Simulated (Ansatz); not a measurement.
Process, species as SMILES: C (CH4) → C atom + 4 H atom
B3LYP-D3(BJ)/def2-TZVP geometries, fixed; electronic energies without zero-point terms.

Basis-set convergence of the atomisation energy at PBE0 with Ansatz (a program for electronic structure). All functions are spherical. The program fits the integrals of some runs and decomposes those of others, by size. Open shells are unrestricted. No added dispersion term, no relativity. Functions are those of the species that has most. Reference: the value in aug-pcseg-3, 417.93 kcal/mol, itself unsure by roughly 0.08 kcal/mol (its mean distance from aug-cc-pVQZ, def2-QZVPPD, pcseg-3). Deviations are taken from unrounded values.

| basis | functions | atomisation energy (kcal/mol) | minus reference (kcal/mol) |
|---|---|---|---|
| def2-SV(P) | 22 | 411.63 | -6.30 |
| def2-SVP | 34 | 418.25 | 0.33 |
| def2-SVPD | 52 | 419.04 | 1.12 |
| def2-TZVP | 55 | 417.03 | -0.89 |
| def2-TZVPD | 73 | 417.07 | -0.86 |
| def2-TZVPP | 87 | 417.86 | -0.07 |
| def2-TZVPPD | 105 | 417.83 | -0.09 |
| def2-QZVPP | 177 | 417.77 | -0.15 |
| def2-QZVPPD | 195 | 417.76 | -0.16 |

The smallest set listed that lies within 2 kcal/mol of the reference with all its larger relatives (same family, alike in diffuse functions; a set with none counts only in the reference's own line) is def2-SVP (34 functions, 0.33 kcal/mol off).
